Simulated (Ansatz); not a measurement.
# Na2− (doublet): the correlation ladder at distance Na1–Na2 = 4.947 Å, aug-cc-pVTZ

One table from this session's results is given with a row withheld; the runs are named, their logs left out.

Method: aug-cc-pVTZ, core rule «outside noble gas», up to 10 orbitals frozen; program: Ansatz 0.2.0, Gaussian basis.

The runs, in order: UHF; CCSD(T) on ROHF; CCSD(T) on UHF; BCCD(T) on ROHF; CCSDT on ROHF; CCSDT on UHF; Full CI.

51 further runs of the same task are left out: 22 for a known fault of the program, 25 that didn't finish, 4 set aside as unsound or not needed. Runs told in other sessions of the task aren't counted.

**The system**

The geometry derives from a PBE0/def2-TZVPD stationary point (not a proven minimum). One bond is set to the value named and the two fragments are kept rigid.

2 atoms, charge -1, spin multiplicity 2.

Atoms are counted from 1 here; the program's logs count them from 0.

No contacts short enough for the rule that draws bonds.

Set-up of the first run:

Contents of in.yaml:

```yaml
crystal:
  periodic: [false, false, false]
  atoms:
    - {symbol: Na, position_ang: [0.000000, 0.000000, 0.000000]}
    - {symbol: Na, position_ang: [0.000000, 0.000000, 4.947000]}
basis:
  gaussian: {orbitals: aug-cc-pVTZ}
total_charge: -1
magnetization: {spin_polarized: true, initial_magnetization: 1}
hamiltonian: {xc: hf}
output: {orbitals: {seedname: orbitals}}
```

Run with:

```bash
ansatz run in.yaml --threads 1 --pin off --events-out ev --progress --plain --max-ram 2393MiB
```

Among the steps run: UHF; CCSD(T) on ROHF; CCSD(T) on UHF; BCCD(T) on ROHF; CCSDT on ROHF; CCSDT on UHF; Full CI.

One table of the session follows, with a row left open; its other results are not shown here.

```
  method  from FCI (meV)
     UHF          +664.3
    RMP2          +309.6
    UMP2               ?
   RCCSD           +47.7
   UCCSD           +26.4
RCCSD(T)           +12.8
UCCSD(T)           +12.3
 BCCD(T)           +14.1
  RCCSDT             0.0
  UCCSDT            -0.2
     FCI               0
```

Q: Estimate the row for UMP2 from the others.

As computed: from FCI (meV): +366.1. In the column «from FCI (meV)» it lies between RMP2 (+309.6) and UHF (+664.3).

Left out of the table: ROHF (another determinant or state than the rows shown).

Caveats from the session: Levels on UHF freeze UHF's core orbitals, full CI those of ROHF, so the U rows can settle a little off it for that reason alone. Restricted and unrestricted rows rest on different reference determinants; a gap between their highest levels can come from leftover correlation error, from unlike frozen cores or from another state.
